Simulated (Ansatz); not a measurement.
Input file:

```yaml
crystal:
  periodic: [false, false, false]
  atoms:
    - {symbol: Ge, position_ang: [-0.005827, -0.025467, 0.696348]}
    - {symbol: N, position_ang: [-0.006660, 0.354957, -1.230551]}
    - {symbol: N, position_ang: [0.041304, -0.320761, -2.276343]}
    - {symbol: H, position_ang: [-0.061473, 1.360141, -1.451196]}
basis:
  gaussian: {orbitals: cc-pVDZ}
magnetization: {spin_polarized: false, initial_magnetization: 3}
hamiltonian: {xc: hf}
scf: {lower_state_search: full}
output: {orbitals: {seedname: orbitals}}
```

```sh
$ ansatz run in.yaml --threads 1 --pin off --events-out ev --progress --plain --max-ram 2393MiB
```

The program prints:

```
645 factors; integrals over basis functions are off by at most 1.4e-3 eV
mean field evaluation 1: about -59447.3063 eV, gradient 1.6e1 eV
mean field evaluation 2: about -59447.3878 eV, gradient 1.6e1 eV
mean field evaluation 4: about -59448.9700 eV, gradient 3.1e0 eV
mean field evaluation 8: about -59449.1492 eV, gradient 1.2e0 eV
mean field evaluation 16: about -59449.2200 eV, gradient 1.0e-3 eV
mean field evaluation 32: about -59449.1805 eV, gradient 4.9e-1 eV
mean field evaluation 64: about -59443.6849 eV, gradient 3.1e1 eV
mean field evaluation 96: about -59447.8904 eV, gradient 5.6e0 eV
mean field evaluation 128: about -59448.4545 eV, gradient 1.0e0 eV
mean field evaluation 160: about -59387.1823 eV, gradient 6.8e1 eV
mean field evaluation 192: about -59363.1210 eV, gradient 1.0e2 eV
mean field evaluation 224: about -59448.9652 eV, gradient 6.3e-1 eV
mean field evaluation 256: about -59448.9337 eV, gradient 8.4e-1 eV
mean field evaluation 288: about -59448.9223 eV, gradient 1.3e0 eV
mean field -59449.22000588 eV, -2184.7185390875 hartree, gradient 1.5e-5 eV, S^2 3.750000; 9 other end points of the search recorded, 0 dependent functions left out
reference -59449.22000588 eV, -2184.7185390875 hartree; 25, 22 occupied and 35, 38 virtual orbitals, 645 factors
Total energy: -59449.22000588 eV, -2184.7185390875 hartree
```

Ran on 1 thread of Arm Neoverse N1, shared host: 8.5 s wall, 0.19 GiB peak host memory.
